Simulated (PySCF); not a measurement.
# CCSD(T) against full CI for several species

Each species is computed at the geometry given (Å), with frozen cores, in PySCF 2.14.0: RHF-CCSD(T) for singlets, UHF-CCSD(T) otherwise, and full CI in the same basis. The script picks the determinant by trial CCSD, so it needn't be the lowest Hartree–Fock solution. States: SiO⁺ quartet Π, B2H quartet Σ⁻ or Δ, [H···H···BH2] doublet A1. Cases whose determinant has another symmetry than full CI's state, or whose (Q) step broke down, weren't drawn.

Q: Judging by size, spin and bonding, rank them by the size of CCSD(T)'s error in total energy against full CI in the same basis, smallest first (an estimate).
A. [H···H···BH₂], doublet, 6-31G: H -2.280 0.000 0.000; H -1.292 0.000 0.000; B 0.201 0.000 0.000; H 0.710 0.000 1.077; H 0.710 0.000 -1.077
B. B2H, quartet, 6-31G: B 0.000 0.000 0.114; B 0.000 0.000 -1.406; H 0.000 0.000 1.292
C. SiO⁺, quartet, 6-31G: Si 0.000 0.000 0.000; O 0.000 0.000 4.617

A: C (2.2 meV), A (11.9 meV), B (22.7 meV).

```tsv
species	basis	correlated electrons	CCSD(T) − full CI (meV)	CCSDT(Q) − full CI (meV)	unpaired electrons (full CI)	T1	⟨S²⟩ of the determinant
SiO⁺, quartet	6-31G	9	2.2	–	3.04	0.005	3.75
[H···H···BH2], doublet	6-31G	7	11.9	–	1.02	0.013	0.79
B2H, quartet	6-31G	7	22.7	–	3.02	0.017	3.76
```

Unpaired electrons are Σ n²(2−n)² over natural occupations; an open shell counts its own unpaired electrons too. Frozen cores follow each run's orbitals, which moves totals by a few meV. A dash: (Q) wasn't run for open shells.
